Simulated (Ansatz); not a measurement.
Relaxation of H$_{8}$NPSi (11 atoms, charge 0, multiplicity 1), to a largest force component of 0.03 eV/Å in at most 50 steps.

All numbers below come from Ansatz 0.2.0, RKS revPBE/6-31G*.

```xyz
11
Properties=species:S:1:pos:R:3:forces:R:3
Si 0.484 -0.314 -0.447 -0.54 0.70 -0.53
N -0.226 -0.289 2.488 0.40 -0.30 0.21
H -1.081 -0.680 2.901 0.01 0.00 0.01
H -0.137 0.667 2.851 -0.01 0.01 -0.01
H 0.974 -0.326 -1.878 0.00 0.00 -0.01
H 0.697 1.089 0.035 0.00 0.00 0.00
H -0.979 -0.634 -0.496 -0.01 0.00 0.00
P 1.694 -1.762 0.713 0.68 -0.73 0.36
H 0.656 -2.739 0.849 -0.03 -0.02 0.01
H 2.292 -2.440 -0.406 0.01 0.00 -0.01
H 0.571 -0.823 2.894 -0.50 0.35 -0.03
```

Task: Where does it end, and by what steps?

Result: The run converged. The force dipped under the threshold on the way, but the program's further checks kept it going. After 18 steps the energy has fallen by 0.101 eV; H11 moved furthest, 0.51 Å.

```json
{"step": "0", "energy less start (eV)": "0.0000", "largest force component (eV/Å)": "0.733", "accepted": "yes"}
{"step": "1", "energy less start (eV)": "-0.0693", "largest force component (eV/Å)": "0.467", "accepted": "yes"}
{"step": "2", "energy less start (eV)": "-0.0018", "largest force component (eV/Å)": "0.761", "accepted": "no"}
{"step": "3", "energy less start (eV)": "-0.0861", "largest force component (eV/Å)": "0.358", "accepted": "yes"}
{"step": "4", "energy less start (eV)": "-0.0965", "largest force component (eV/Å)": "0.058", "accepted": "yes"}
{"step": "5", "energy less start (eV)": "-0.0985", "largest force component (eV/Å)": "0.021", "accepted": "yes"}
{"step": "6", "energy less start (eV)": "-0.0989", "largest force component (eV/Å)": "0.039", "accepted": "yes"}
{"step": "7", "energy less start (eV)": "-0.0991", "largest force component (eV/Å)": "0.033", "accepted": "yes"}
{"step": "8", "energy less start (eV)": "-0.0993", "largest force component (eV/Å)": "0.005", "accepted": "yes"}
{"step": "9", "energy less start (eV)": "-0.0995", "largest force component (eV/Å)": "0.030", "accepted": "yes"}
{"step": "10", "energy less start (eV)": "-0.0995", "largest force component (eV/Å)": "0.055", "accepted": "yes"}
{"step": "11", "energy less start (eV)": "-0.0997", "largest force component (eV/Å)": "0.055", "accepted": "yes"}
{"step": "12", "energy less start (eV)": "-0.0999", "largest force component (eV/Å)": "0.066", "accepted": "yes"}
{"step": "13", "energy less start (eV)": "-0.0997", "largest force component (eV/Å)": "0.101", "accepted": "no"}
{"step": "14", "energy less start (eV)": "-0.1002", "largest force component (eV/Å)": "0.052", "accepted": "yes"}
{"step": "15", "energy less start (eV)": "-0.1003", "largest force component (eV/Å)": "0.085", "accepted": "yes"}
{"step": "16", "energy less start (eV)": "-0.1005", "largest force component (eV/Å)": "0.076", "accepted": "yes"}
{"step": "17", "energy less start (eV)": "-0.1010", "largest force component (eV/Å)": "0.007", "accepted": "yes"}
{"step": "18", "energy less start (eV)": "-0.1013", "largest force component (eV/Å)": "0.029", "accepted": "yes"}
```

```xyz
11
Properties=species:S:1:pos:R:3
Si 0.545 -0.288 -0.427
N -0.196 -0.306 2.534
H -0.971 -0.895 2.866
H -0.518 0.665 2.634
H 0.965 -0.215 -1.877
H 0.826 1.069 0.146
H -0.931 -0.561 -0.422
P 1.820 -1.908 0.576
H 0.716 -2.768 0.891
H 2.127 -2.620 -0.637
H 0.562 -0.423 3.218
```

Whether the end is a true minimum wasn't checked by a vibrational analysis.

The run took 47 s on 1 thread of Arm Neoverse V1, with other jobs on the host, peak memory 0.13 GiB.
